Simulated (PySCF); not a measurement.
PySCF input (PBE0/6-311G**):

```python
import numpy as np, basis_set_exchange as bse
from pyscf import gto, scf, dft, df
from pyscf.prop.polarizability import rks as pol

basis = {'H': gto.basis.parse(bse.get_basis('6-311G**', elements=['H'], fmt='nwchem')), 'N': gto.basis.parse(bse.get_basis('6-311G**', elements=['N'], fmt='nwchem'))}
mol = gto.M(
    atom='''
    N     0.00224146   -0.00382052    0.11155442
    H    -0.00202883    0.95117179   -0.22808750
    H     0.80949996   -0.46442426   -0.29287493
    H    -0.82316134   -0.46000387   -0.25991854
    ''',
    basis=basis,
    charge=0,
    verbose=4,
    max_memory=2160,
)
mf = dft.RKS(mol, xc='pbe0')
mf.grids.level = 3
mf = mf.density_fit(auxbasis=df.autoaux(mol))
mf.conv_tol = 1e-9
mf.max_cycle = 100
print('smallest overlap eigenvalue', np.linalg.eigvalsh(mol.intor('int1e_ovlp'))[0])
mf.kernel()
dip = mf.dip_moment()
p = pol.Polarizability(mf)
p.max_cycle_cphf = 60
alpha = p.polarizability()
print('polarisability/bohr^3', alpha.trace() / 3)
```

Output:

```
PySCF version 2.14.0

[INPUT] verbose = 4
[INPUT] num. atoms = 4
[INPUT] num. electrons = 10
[INPUT] charge = 0
[INPUT] spin (= nelec alpha-beta = 2S) = 0
[INPUT] symmetry False subgroup None
[INPUT] Mole.unit = angstrom
[INPUT] Symbol           X                Y                Z      unit          X                Y                Z       unit  Magmom
[INPUT]  1 N      0.002241460000  -0.003820520000   0.111554420000 AA    0.004235745519  -0.007219736453   0.210807301785 Bohr   0.0
[INPUT]  2 H     -0.002028830000   0.951171790000  -0.228087500000 AA   -0.003833933053   1.797454180512  -0.431022907437 Bohr   0.0
[INPUT]  3 H      0.809499960000  -0.464424260000  -0.292874930000 AA    1.529733222246  -0.877634657004  -0.553453406451 Bohr   0.0
[INPUT]  4 H     -0.823161340000  -0.460003870000  -0.259918540000 AA   -1.555549488930  -0.869281330540  -0.491174855297 Bohr   0.0

nuclear repulsion = 11.935771654522
number of shells = 20
number of NR pGTOs = 55
number of NR cGTOs = 36
basis = {'H': [[0, [33.865, 0.0254938], [5.09479, 0.190373], [1.15879, 0.852161]], [0, [0.32584, 1.0]], [0, [0.102741, 1.0]], [1, [0.75, 1.0]]], 'N': [[0, [6293.48, 0.00196979], [949.044, 0.0149613], [218.776, 0.0735006], [63.6916, 0.248937], [18.8282, 0.60246], [2.72023, 0.256202]], [0, [30.6331, 0.111906], [7.02614, 0.921666], [2.11205, -0.00256919]], [0, [0.684009, 1.0]], [0, [0.200878, 1.0]], [1, [30.6331, 0.0383119], [7.02614, 0.237403], [2.11205, 0.817592]], [1, [0.684009, 1.0]], [1, [0.200878, 1.0]], [2, [0.913, 1.0]]]}
ecp = {}
ETB for N: l = 0, exps = 0.401756 * 1.8^n , n = 0..13
ETB for N: l = 1, exps = 0.401756 * 1.8^n , n = 0..11
ETB for N: l = 2, exps = 0.401756 * 1.8^n , n = 0..9
ETB for N: l = 3, exps = 1.1138780000000001 * 2.2^n , n = 0..2
ETB for H: l = 0, exps = 0.205482 * 1.8^n , n = 0..10
ETB for H: l = 1, exps = 0.852741 * 2^n , n = 0..2
ETB for H: l = 2, exps = 1.5 * 2.2^n , n = 0..0
smallest overlap eigenvalue 0.011977077797489374

******** <class 'pyscf.df.df_jk.DFRKS'> ********
method = DFRKS
initial guess = minao
damping factor = 0
level_shift factor = 0
DIIS = <class 'pyscf.scf.diis.CDIIS'>
diis_start_cycle = 1
diis_space = 8
diis_damp = 0
SCF conv_tol = 1e-09
SCF conv_tol_grad = None
SCF max_cycles = 100
direct_scf = False
XC library pyscf.dft.libxc version 7.1.2
    S. Lehtola, C. Steigemann, M. J. T. Oliveira, and M. A. L. Marques,  SoftwareX 7, 1–5 (2018)
XC functionals = pbe0
    C. Adamo and V. Barone,  J. Chem. Phys. 110, 6158 (1999)
    M. Ernzerhof and G. E. Scuseria,  J. Chem. Phys. 110, 5029 (1999)
radial grids:
    Treutler-Ahlrichs [JCP 102, 346 (1995); DOI:10.1063/1.469408] (M4) radial grids

becke partition: Becke, JCP 88, 2547 (1988); DOI:10.1063/1.454033
pruning grids: <function nwchem_prune>
grids dens level: 3
symmetrized grids: False
atomic radii adjust function: <function treutler_atomic_radii_adjust>
small_rho_cutoff = 0
Set gradient conv threshold to 3.16228e-05
Initial guess from minao.
tot grids = 43328
******** <class 'pyscf.df.df.DF'> ********
auxbasis = {'N': [[0, [np.float64(836.5751072572589), 1]], [0, [np.float64(464.76394847625494), 1]], [0, [np.float64(258.20219359791935), 1]], [0, [np.float64(143.4456631099552), 1]], [0, [np.float64(79.69203506108623), 1]], [0, [np.float64(44.273352811714574), 1]], [0, [np.float64(24.596307117619205), 1]], [0, [np.float64(13.664615065344002), 1]], [0, [np.float64(7.591452814080001), 1]], [0, [np.float64(4.2174737856), 1]], [0, [np.float64(2.343040992), 1]], [0, [np.float64(1.30168944), 1]], [0, [np.float64(0.7231608), 1]], [0, [np.float64(0.401756), 1]], [1, [np.float64(258.20219359791935), 1]], [1, [np.float64(143.4456631099552), 1]], [1, [np.float64(79.69203506108623), 1]], [1, [np.float64(44.273352811714574), 1]], [1, [np.float64(24.596307117619205), 1]], [1, [np.float64(13.664615065344002), 1]], [1, [np.float64(7.591452814080001), 1]], [1, [np.float64(4.2174737856), 1]], [1, [np.float64(2.343040992), 1]], [1, [np.float64(1.30168944), 1]], [1, [np.float64(0.7231608), 1]], [1, [np.float64(0.401756), 1]], [2, [np.float64(79.69203506108623), 1]], [2, [np.float64(44.273352811714574), 1]], [2, [np.float64(24.596307117619205), 1]], [2, [np.float64(13.664615065344002), 1]], [2, [np.float64(7.591452814080001), 1]], [2, [np.float64(4.2174737856), 1]], [2, [np.float64(2.343040992), 1]], [2, [np.float64(1.30168944), 1]], [2, [np.float64(0.7231608), 1]], [2, [np.float64(0.401756), 1]], [3, [np.float64(5.391169520000002), 1]], [3, [np.float64(2.4505316000000006), 1]], [3, [np.float64(1.1138780000000001), 1]]], 'H': [[0, [np.float64(73.3666746661153), 1]], [0, [np.float64(40.75926370339739), 1]], [0, [np.float64(22.644035390776324), 1]], [0, [np.float64(12.580019661542401), 1]], [0, [np.float64(6.988899811968), 1]], [0, [np.float64(3.8827221177600006), 1]], [0, [np.float64(2.1570678432), 1]], [0, [np.float64(1.198371024), 1]], [0, [np.float64(0.66576168), 1]], [0, [np.float64(0.3698676), 1]], [0, [np.float64(0.205482), 1]], [1, [np.float64(3.410964), 1]], [1, [np.float64(1.705482), 1]], [1, [np.float64(0.852741), 1]], [2, [np.float64(1.5), 1]]]}
init E= -56.3911176883477
  HOMO = -0.330520225059416  LUMO = 0.0199908557933313  gap/eV = 9.53789
cycle= 1 E= -56.4728667797593  delta_E= -0.0817  |g|= 0.378  |ddm|= 1.13
  HOMO = -0.176271173279304  LUMO = 0.0716757649888606  gap/eV = 6.74698
cycle= 2 E= -56.4580623652176  delta_E= 0.0148  |g|= 0.471  |ddm|= 0.482
  HOMO = -0.266661640758045  LUMO = 0.0540368435649512  gap/eV = 8.72665
cycle= 3 E= -56.5037519400288  delta_E= -0.0457  |g|= 0.0174  |ddm|= 0.258
  HOMO = -0.26637780331054  LUMO = 0.0561970528674678  gap/eV = 8.77771
cycle= 4 E= -56.5038067109011  delta_E= -5.48e-05  |g|= 0.00284  |ddm|= 0.0158
  HOMO = -0.266704913741371  LUMO = 0.0560078969357605  gap/eV = 8.78146
cycle= 5 E= -56.5038082212153  delta_E= -1.51e-06  |g|= 0.000162  |ddm|= 0.00209
  HOMO = -0.266754728439864  LUMO = 0.0559989363085336  gap/eV = 8.78257
cycle= 6 E= -56.5038082278683  delta_E= -6.65e-09  |g|= 6.99e-06  |ddm|= 0.00017
  HOMO = -0.266753454958177  LUMO = 0.0559997173895468  gap/eV = 8.78256
cycle= 7 E= -56.5038082279012  delta_E= -3.29e-11  |g|= 9.02e-07  |ddm|= 1.65e-05
  HOMO = -0.266753607575232  LUMO = 0.0559996994806582  gap/eV = 8.78256
Extra cycle  E= -56.5038082279015  delta_E= -3.13e-13  |g|= 1.86e-07  |ddm|= 1.97e-06
converged SCF energy = -56.5038082279015
Dipole moment(X, Y, Z, Debye): -0.03390,  0.05779, -1.68728
Isotropic polarizability 9.42988119625
Polarizability anisotropy 2.17022066683
polarisability/bohr^3 9.429881196247154
```
